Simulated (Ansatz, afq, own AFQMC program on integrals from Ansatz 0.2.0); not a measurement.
Integrals from Ansatz 0.2.0, then the random walk in our own AFQMC program (afq).

```yaml
crystal:
  periodic: [false, false, false]
  atoms:
    - {symbol: B, position_ang: [-0.011793, 0.022707, 0.022490]}
    - {symbol: H, position_ang: [0.402892, 0.835202, 0.833143]}
    - {symbol: H, position_ang: [-0.436120, -0.784987, 0.832951]}
    - {symbol: H, position_ang: [-0.424605, 0.831353, -0.792953]}
    - {symbol: H, position_ang: [0.584317, -1.125119, -1.114363]}
basis:
  gaussian: {orbitals: 6-31G}
magnetization: {spin_polarized: true, initial_magnetization: 1}
correlation: {method: ccsd_t, electrons: outside_noble_gas, hamiltonian_folder: ham}
```

```sh
$ ansatz run in.yaml --threads 1 --pin off --events-out ev --progress --plain --max-ram 1382MiB
```

afq runs on the folder ham with

```
--method free --trial mp1 --walkers 50 --time-step 0.08 --max-blocks 120 --target-error 0.00128 --factor-cut 1e-05 --seed 4505 --times 0.0,0.48,0.96,2.0,3.04,4.0 --taylor-order 4
```

Times are imaginary, in 1/Eh. The walk had a cap of 208 s.

Output of the walk:

```
orbitals 16  electrons 4 3  factors 110 of 254
reference energy -26.82700648 Eh
CCSD correlation -0.08760012 Eh in 14 cycles, weight of the determinant in the CISD state 0.9106
repeat  energy at the last time / Eh  error
    10  -26.916008  0.001092
    20  -26.916961  0.000665
    30  -26.916317  0.000568
time / (1/Eh)  energy / Eh  error  mean overlap
  0.00  -26.914545  0.000386  1.0425
  0.48  -26.915826  0.000366  1.0348
  0.96  -26.916210  0.000376  1.0335
  2.00  -26.916660  0.000396  1.0342
  3.04  -26.916793  0.000549  1.0255
  4.00  -26.916247  0.000550  1.0171
energy -26.916247 +/- 0.000550 Eh
```

The run passed its tests (error under three times the target), which doesn't prove that it has relaxed.

Against this walk (error 15.0 meV) on the same determinant: CCSD(T) 3.1 meV lower (within the noise), CCSDT(Q) 29.4 meV lower (within the noise), CCSDTQ 29.8 meV lower (within the noise), full CI 29.9 meV lower (within the noise). The error is statistical, and a free projection of finite length keeps a remainder of its start.

Cautions: remainder of the start not in the error; the time-step error isn't removed.

The walk took 12 s on 1 thread of AMD EPYC (Zen 3) (shared host). The log's last line is the free-projection energy.

CCSDT and higher add their correlation energy to the determinant of the CCSD(T) run, since their own runs factorise the integrals more tightly (a shift of under 2 meV). A walk keeps the symmetry of its determinant, which the program's search chose and which needn't be the lowest solution, so a lower state of the same spin and another symmetry isn't excluded.
